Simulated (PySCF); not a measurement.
Isomers of C3H3FO. The calculation used PBE0-D3(BJ)/def2-SVP geometry optimisation, gas phase in PySCF 2.14.0. Energies are electronic, without zero-point or thermal terms, for one conformer each. No frequencies were run at this level. Point groups hold within 0.08 Å.

Question: Order them by energy at this level, lowest first, and give relative energies in kcal/mol.
A. `[O:1]=[C:2]=[CH:3][CH2:4][F:5]` with C2–C3–C4–F5 -100°
B. `[O:1]=[CH:2]/[CH:3]=[CH:4]/[F:5]` with O1–C2–C3–C4 0°

Answer: B (0.0), A (0.7).

As drawn, the higher has cumulated double bonds, which the lower lacks. Neighbours under 2.5 kcal/mol apart (O=C/C=C/F and O=C=CCF) can change places with a better method, another conformer or zero-point energy.

```json
{"SMILES": "O=C/C=C/F", "E (Eh)": "-290.61887", "E rel (kcal/mol)": "0.0", "dipole (D)": "1.76", "point group": "Cs", "A, B, C (MHz)": "21239, 2690, 2388"}
{"SMILES": "O=C=CCF", "E (Eh)": "-290.61773", "E rel (kcal/mol)": "0.7", "dipole (D)": "1.61", "point group": "C1", "A, B, C (MHz)": "18688, 2483, 2374"}
```

Q: As an exercise, what shares would exp(−E/RT) give at 298.15 K from these electronic energies alone (no entropy, no degeneracies)?

A: RT = 0.592 kcal/mol: O=C/C=C/F 76.9 %, O=C=CCF 23.1 %.
